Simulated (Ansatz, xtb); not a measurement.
**A geometry optimisation of C3H3ClF2 with r2SCAN-D4/def2-SVP**

The starting geometry of this gas-phase singlet was built from a drawn formula by distance geometry and a force field; its bonds are those of `[CH]C(F)(F)CCl`.

```yaml
atoms:
  - { symbol: C, position_ang: [-1.7619, 0.5896, -2.8880] }
  - { symbol: C, position_ang: [-0.9031, 0.2653, -1.7546] }
  - { symbol: C, position_ang: [-1.1102, 1.0872, -0.5351] }
  - { symbol: Cl, position_ang: [-2.7447, 0.8689, 0.2044] }
  - { symbol: F, position_ang: [-1.0062, -1.0587, -1.4725] }
  - { symbol: F, position_ang: [0.3740, 0.4629, -2.1635] }
  - { symbol: H, position_ang: [-2.4395, 0.8491, -3.6846] }
  - { symbol: H, position_ang: [-0.4112, 0.8506, 0.2569] }
  - { symbol: H, position_ang: [-0.9916, 2.1547, -0.7337] }
```

Predict what it relaxes into with r2SCAN-D4/def2-SVP.

It rearranges to `FC1(F)C[C@H]1Cl`. Contacts that open: C3–H9 (1.09 → 2.25 Å). Contacts that close: C1–C3 (2.49 → 1.53 Å), C1–H9 (2.77 → 1.09 Å).

The energy falls by 4.91 eV over 39 steps:

```csv
step,E − E(last) (eV)
1,4.915
5,4.195
9,3.392
14,3.359
18,3.291
22,3.149
26,3.098
31,0.553
35,0.004
39,0.000
```

Final geometry (Å):

```xyz
9

C    -1.4979    1.2856   -2.0555
C    -0.7528    0.0520   -1.7109
C    -1.3122    0.8577   -0.5959
Cl   -2.6855    0.2560    0.3191
F    -1.2851   -1.1398   -2.0002
F     0.5825    0.0200   -1.8654
H    -2.4959    1.1439   -2.4803
H    -0.6049    1.4290    0.0134
H    -0.9428    2.1651   -2.3950
```

From the same start GFN2-xTB ends elsewhere, at `FC(F)=CCCl`.

No frequencies were run, so the end isn't proven a minimum. Run with Ansatz 0.2.0, 82 s on 2 threads of Arm Neoverse V2 (shared host).
